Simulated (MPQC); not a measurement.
# HNCO (isocyanic acid) at HF/def2-TZVPP

Aim: the energy change on altering one bond length of HNCO (isocyanic acid) at HF/def2-TZVPP, from 2 runs. 

The results are computed with MPQC 2.3.1.

13 further runs of the same task are left out: 1 that didn't finish, 12 set aside as unsound or not needed.

## 1. The system as given

HNCO has 4 atoms, charge 0, and is taken as a singlet. SMILES: `N=C=O`. Geometry: relaxed at PBE0-D4/def2-TZVP.

Bond lengths: N1–C2 1.208 Å, C2–O3 1.161 Å, N1–H4 1.004 Å. Angles: N1–C2–O3 173.0°, C2–N1–H4 125.4°.

## 2. The energy at HF/def2-TZVPP

The input, run.in:

```
% emacs should use -*- KeyVal -*- mode
molecule<Molecule>: (
  symmetry = c1
  unit = angstrom
  { atoms geometry } = {
    N  [ 0.505000    -0.390800    -0.422600 ]
    C  [ -0.462300     0.160800     0.046400 ]
    O  [ -1.461800     0.645200     0.383400 ]
    H  [ 1.419000    -0.415200    -0.007200 ]
  }
)
basis<GaussianBasisSet>: (
  name = "def2-TZVPP"
  molecule = $:molecule
  basisdir = "."
  puream = yes
)
mpqc: (
  checkpoint = no
  savestate = no
  restart = no
  do_energy = yes
  do_gradient = no
  optimize = no
  mole<CLHF>: (
    molecule = $:molecule
    basis = $:basis
    total_charge = 0
    memory = 1000000000
    print_evals = yes
    print_npa = yes
    maxiter = 120
    value_accuracy = 1e-08
    guess_wavefunction<CLHF>: (
      molecule = $:molecule
      total_charge = 0
      memory = 1000000000
      value_accuracy = 1e-3
      basis<GaussianBasisSet>: (
        name = "STO-2G"
        molecule = $:molecule
      )
    )
  )
)
```

The basis set def2-TZVPP is read from a file made from the Basis Set Exchange's data (not shown).

Run with:

```console
mpqc run.in > run.out
```

Output:

```text
MPQC: Massively Parallel Quantum Chemistry
[...]
  LUMO is    12   A =   0.121998
  total scf energy = -167.8377149478
Value of the MolecularEnergy: -167.8377149478
[...]
      symmetry = c1
[...]
```

It took 25 s on 1 thread of Arm Neoverse V1, shared host; peak memory 0.49 GiB.

## 3. The distorted shape at the same level

The input, job.in:

```
% emacs should use -*- KeyVal -*- mode
molecule<Molecule>: (
   symmetry = c1
   unit = bohr
   { atoms geometry } = {
      N  [ -1.11836827    -0.68317379    -1.74060217 ]
      C  [ -2.94630035     0.35919914    -0.85432061 ]
      O  [ -4.83508161     1.27458248    -0.21748291 ]
      H  [ 2.68152137    -0.78461429    -0.01360603 ]
   }
)
basis<GaussianBasisSet>: (
   name = "def2-TZVPP"
   molecule = $:molecule
   basisdir = "."
   puream = yes
)
mpqc: (
   checkpoint = no
   savestate = no
   restart = no
   do_energy = yes
   do_gradient = no
   optimize = no
   mole<CLHF>: (
      molecule = $:molecule
      basis = $:basis
      total_charge = 0
      memory = 1000000000
      print_evals = yes
      print_npa = yes
      maxiter = 120
      value_accuracy = 1e-08
      guess_wavefunction<CLHF>: (
         molecule = $:molecule
         total_charge = 0
         memory = 1000000000
         value_accuracy = 1e-3
         basis<GaussianBasisSet>: (
            name = "STO-2G"
            molecule = $:molecule
         )
      )
   )
)
```

The basis set def2-TZVPP is read from a file made from the Basis Set Exchange's data (not shown).

Run with:

```console
mpqc job.in > job.out
```

Output:

```text
MPQC: Massively Parallel Quantum Chemistry
[...]
  LUMO is    12   A =  -0.107120
  total scf energy = -167.6018040663
Value of the MolecularEnergy: -167.6018040663
[...]
      symmetry = c1
[...]
```

Run time: 27 s. Hardware: 1 thread of Arm Neoverse V1, shared host; peak memory 0.5 GiB.

## 4. Results

At HF/def2-TZVPP:

| quantity | value |
| --- | --- |
| first shape: total energy | -167.83771 Eh |
| first shape: HOMO energy | -12.35 eV |
| first shape: LUMO energy | 3.32 eV |
| first shape: HOMO–LUMO gap | 15.67 eV |
| distorted shape: total energy | -167.60180 Eh |
| distorted shape: HOMO energy | -10.95 eV |
| distorted shape: LUMO energy | -2.91 eV |
| distorted shape: HOMO–LUMO gap | 8.04 eV |
| energy change with the N1–H4 bond stretched from 1.004 to 2.209 Å | 6.419 eV |

What this shows: One bond (distorted shape) is far stretched, which a spin-restricted single reference describes badly; a broken-symmetry solution may lie lower. With the N1–H4 bond stretched from 1.004 to 2.209 Å the energy rises by 6.42 eV (619 kJ/mol). The first shape isn't relaxed at this level, so the change isn't measured from a minimum. A restricted reference can't describe the breaking bond well at this length.
